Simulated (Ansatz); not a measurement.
Two shapes of singlet C3H6.

Shape 1:

```xyz
9

C     0.8657    0.0000    0.0000
C    -0.4329    0.7497    0.0000
C    -0.4329   -0.7497    0.0000
H     1.4622    0.0000    0.9165
H     1.4622    0.0000   -0.9165
H    -0.7311    1.2663   -0.9165
H    -0.7311    1.2663    0.9165
H    -0.7311   -1.2663    0.9165
H    -0.7311   -1.2663   -0.9165
```

Shape 2:

```xyz
9

C     0.8239   -0.0060   -0.0268
C    -0.4704    0.7229    0.0192
C    -0.4099   -0.7766    0.0354
H     1.4235    0.0005    0.8848
H     1.4426    0.0372   -0.9435
H    -0.6852    1.2485   -0.9252
H    -0.7202    1.2861    0.8718
H    -0.6946   -1.2322    0.9147
H    -0.7763   -1.2798   -0.9329
```

Basis set: def2-TZVP (spherical functions). Frozen core: 3 orbitals. Charge 0, multiplicity 1.

Computed with Ansatz (development build ahead of 0.2.0); each method stands on the lowest determinant of its kind that the runs found.

(1) Which shape is lower in energy, and by how much in each method?

Answers

(1)

```csv
method,E(2) − E(1) (eV)
RHF,0.239
RHF-MP2,0.245
```

Shape 1 is lower.
